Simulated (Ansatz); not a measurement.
This geometry of H3NOSi (6 atoms, charge 0, multiplicity 1) is a first-order saddle point.

Method: RKS r2SCAN/def2-SVP (Ansatz 0.2.0).

```xyz
6
Properties=species:S:1:pos:R:3
N -1.386 -0.479 -0.327
Si 0.081 0.144 -0.193
O 0.707 0.475 1.288
H -1.790 -0.616 -1.253
H 1.053 0.587 -1.234
H 1.336 -0.112 1.719
```

Task: Which two structures does it join? (They come from a converged band through this point; their orientation in space is the band's.)

Result: No bond is made or broken. The dihedral N1–Si2–O3–H6 goes from 0 to 180°.

First end point:

```xyz
6
Properties=species:S:1:pos:R:3
N -1.229 -0.535 -0.242
Si 0.205 0.165 -0.291
O 1.114 0.290 1.074
H -1.826 -0.635 -1.059
H 1.037 0.803 -1.342
H 0.698 -0.089 1.861
```

Last end point:

```xyz
6
Properties=species:S:1:pos:R:3
N -1.408 -0.585 -0.399
Si 0.033 0.048 -0.141
O 0.650 -0.003 1.384
H -1.826 -0.574 -1.327
H 1.028 0.727 -1.026
H 1.522 0.387 1.509
```

Task: How far does it lie above each of them?

Result: 6.4 kcal/mol above the first and 2.5 kcal/mol above the second. This is the barrier of this one path; another mechanism may lie lower.

The run took 2.9 min on 1 thread of Intel(R) Xeon(R) Platinum 8488C (Sapphire Rapids) (shared host), peak memory 0.12 GiB.
